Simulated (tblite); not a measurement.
C2HN2 (doublet state).
InChI=1S/C2HN2/c3-1-2-4/h1H

Level: GFN2-xTB in tblite, geometry and Hessian alike; calculated harmonic values, unscaled, isolated species. This tight-binding method is rough: wavenumbers can miss measured ones by several per cent, in bad cases by 10 to 20. Open shells enter through the occupations alone, without spin polarisation, and single modes of such species can be off by tens of per cent.

Harmonic wavenumbers (cm⁻¹): 215.5, 327.8, 524.0, 779.4, 905.7, 1087.0, 1794.8, 2377.1, 2772.2.

A = 70968, B = 5344, C = 4970 MHz; mass 53.014 u (most abundant isotopes); point group Cs, symmetry number 1; spin multiplicity 2.

Task: Zero-point energy?

Result: ½Σν̃ = 5392 cm⁻¹ = 64.50 kJ/mol.

Task: What is S at 298.15 K and 1 bar for an ideal gas of classical rigid rotors and harmonic oscillators?

Result: Translation 158.37, rotation 94.81, vibration 17.99, spin (R ln 2) 5.76: S = 276.9 J/(mol K).

Task: And Cp and H(298.15 K) − H(0)?

Result: Cp = 58.91 J/(mol K), of which vibrations give 25.66 (their classical limit is 9 R = 74.8); H(298.15 K) − H(0) = 13.32 kJ/mol without the zero-point energy, 3.40 from vibrations.

Task: What must be added to the electronic energy to get the Gibbs energy at 298.15 K and 1 bar?

Result: ZPE + [H(298.15 K) − H(0)] − T·S = 64.50 + 13.32 − 82.57 = -4.75 kJ/mol.

Task: Which modes carry the vibrational entropy at 298.15 K?

Result: 215.5 cm⁻¹: 8.35; 327.8 cm⁻¹: 5.32; 524.0 cm⁻¹: 2.51; 779.4 cm⁻¹: 0.94; 905.7 cm⁻¹: 0.57; 1087.0 cm⁻¹: 0.28 J/(mol K); the other 3 give 0.02 together.

Task: How do the functions run with temperature in this model?

Result: 
| T (K) | S (J/(mol K)) | Cp (J/(mol K)) | H − H(0) (kJ/mol) | G − H(0) (kJ/mol) | ln q(vib) |
| --- | --- | --- | --- | --- | --- |
| 100 | 224.7 | 39.2 | 3.49 | -18.98 | 0.06 |
| 200 | 255.3 | 50.0 | 7.96 | -43.09 | 0.37 |
| 300 | 277.3 | 59.1 | 13.43 | -69.76 | 0.80 |
| 500 | 310.8 | 72.1 | 26.64 | -128.74 | 1.76 |
| 800 | 347.6 | 84.5 | 50.29 | -227.78 | 3.15 |
| 1000 | 367.1 | 90.0 | 67.76 | -299.30 | 4.01 |

q(vib) and H(0) count from the zero-point level.

Hindered rotation and anharmonicity are outside this model.
